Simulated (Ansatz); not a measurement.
Two isomers of C4H7F: A = `C=CC(C)F`, B = `FC1CCC1`.

Isolated molecules relaxed with PBE0-D4/def2-TZVP in Ansatz; ΔE leaves out vibrations. CCSD(T)/CBS adds triple-zeta CCSD(T) − MP2 to the extrapolated MP2 energy (def2 sets, frozen cores). Functionals use def2-TZVPP. B3LYP here is the variant with VWN-RPA as its local correlation; programs differ in this. Each species was taken in one conformer, which may not be the lowest.

A:

Z-matrix (Å, degrees):
```
C
C 1 1.492
F 1 1.387 2 110.3
C 1 1.513 2 112.7 3 -121.5
H 1 1.099 2 109.1 3 116.4
C 2 1.323 1 124.9 3 2.5
H 2 1.088 1 114.6 3 -177.9
H 4 1.091 1 110.3 2 -179.5
H 4 1.092 1 110.0 2 60.0
H 4 1.092 1 110.3 2 -59.7
H 6 1.083 2 121.1 1 -0.7
H 6 1.083 2 121.1 1 179.5
```

B:

```xyz
12

F    -1.477   -0.081    1.687
C    -0.803   -0.389    0.527
C    -0.628    0.729   -0.496
C     0.780    0.155   -0.764
C     0.714   -0.528    0.618
H    -1.278   -1.277    0.098
H    -1.340    0.800   -1.318
H    -0.566    1.690    0.019
H     0.774   -0.572   -1.577
H     1.588    0.865   -0.936
H     1.096    0.133    1.399
H     1.140   -1.524    0.743
```

(1) Which is lower in electronic energy at CCSD(T)/CBS, and by how much? (An estimate is asked.)

(2) Give E(B) − E(A) in kcal/mol with LDA (SPW92), B2PLYP, HF/def2-TZVPP, CCSD(T)/def2-TZVPP, CCSD(T)/def2-SVP, ωB97M-V, B3LYP-D4. (An estimate is asked.)

(3) Does the order hold for the free energy at 298.15 K (harmonic terms from PBE0-D4)? (Estimate.)

Largest T1 diagnostic: 0.011.

Answers

(1) The calculation gave: A, by 3.4 kcal/mol.

(2) The calculation gave: LDA (SPW92) -2.4, B2PLYP 4.7, HF/def2-TZVPP 6.6, CCSD(T)/def2-TZVPP 3.0, CCSD(T)/def2-SVP 2.9, ωB97M-V 1.9, B3LYP-D4 5.8. The order is the other way round with LDA (SPW92).

(3) Computed: Yes: G(B) − G(A) = +5.7 kcal/mol, for one conformer each.

In def2-TZVPP, CCSD(T) changes the Hartree–Fock value by −3.7 kcal/mol (the triples alone add +0.2 kcal/mol) and MP2 by −5.5 kcal/mol. From PBE to PBE0 (25 % exact exchange), in def2-TZVPP and without D4, E(B) − E(A) moves by −1.8 kcal/mol.
